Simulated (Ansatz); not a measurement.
```yaml
crystal:
  periodic: [false, false, false]
  atoms:
    - {symbol: Al, position_ang: [-1.969023, 0.116702, -0.000360]}
    - {symbol: O, position_ang: [-0.382153, 0.225624, 0.000835]}
    - {symbol: S, position_ang: [1.789620, -0.244818, -0.000291]}
    - {symbol: H, position_ang: [1.842699, 1.082844, 0.005651]}
basis:
  gaussian: {orbitals: def2-TZVP}
magnetization: {spin_polarized: true, initial_magnetization: 2}
hamiltonian: {xc: pbe0}
relax: {f_tol: 0.004, max_steps: 80}
```

```sh
$ ansatz run in.yaml --threads 1 --pin off --events-out ev --progress --plain --max-ram 2176MiB
```

Steps of the relaxation (energy above the last step; positions in Å, forces in eV/Å):

```
4
step 1, 253.8 meV
Al   -1.969    0.117    0.000   -2.767   -0.193    0.104
O    -0.382    0.226    0.001    2.958    0.157   -0.181
S     1.790   -0.245    0.000   -0.199   -0.318    0.039
H     1.843    1.083    0.006    0.008    0.354    0.038
```

```
4
step 2, 118.2 meV
Al   -1.980    0.118    0.087   -1.137   -0.088    0.252
O    -0.361    0.225   -0.148    1.520    0.008   -0.285
S     1.785   -0.249    0.032   -0.396   -0.048    0.005
H     1.837    1.087    0.035    0.013    0.128    0.027
```

```
4
step 3, 24.1 meV
Al   -1.945    0.132    0.195    0.379   -0.008   -0.069
O    -0.316    0.194   -0.331    0.006   -0.052    0.102
S     1.719   -0.242    0.066   -0.373    0.125   -0.033
H     1.823    1.097    0.076   -0.012   -0.065    0.000
```

```
4
step 6, 1.4 meV
Al   -1.881    0.120    0.221    0.055   -0.007   -0.005
O    -0.284    0.211   -0.375   -0.082    0.024   -0.014
S     1.648   -0.242    0.080    0.031   -0.003    0.022
H     1.798    1.091    0.079   -0.005   -0.014   -0.003
```

```
4
step 8, 0.0 meV
Al   -1.865    0.103    0.236   -0.003    0.001    0.002
O    -0.293    0.237   -0.406    0.004    0.001   -0.003
S     1.635   -0.245    0.100    0.004    0.005    0.000
H     1.804    1.085    0.076   -0.005   -0.007    0.000
```

```
4
step 9, 0.0 meV
Al   -1.863    0.106    0.238    0.003    0.000   -0.001
O    -0.291    0.233   -0.409   -0.005   -0.001    0.001
S     1.636   -0.245    0.099    0.000    0.004    0.000
H     1.799    1.086    0.078    0.002   -0.003    0.001
```

```
4
step 10, 0.0 meV
Al   -1.863    0.107    0.238    0.001    0.000    0.000
O    -0.292    0.233   -0.410   -0.001    0.000    0.000
S     1.636   -0.245    0.099    0.000    0.000    0.000
H     1.800    1.086    0.079    0.000    0.000    0.000
```

Close pairs at the end: S3–H4 1.341 Å, Al1–O2 1.704 Å, O2–S3 2.050 Å.

A stationary point of unrestricted PBE0 after 10 steps, with ⟨S²⟩ = 2.016 against 2.00 for a pure state; no frequencies were run, so it isn't proven a minimum. 83 s on 1 thread of Arm Neoverse V1, shared host.
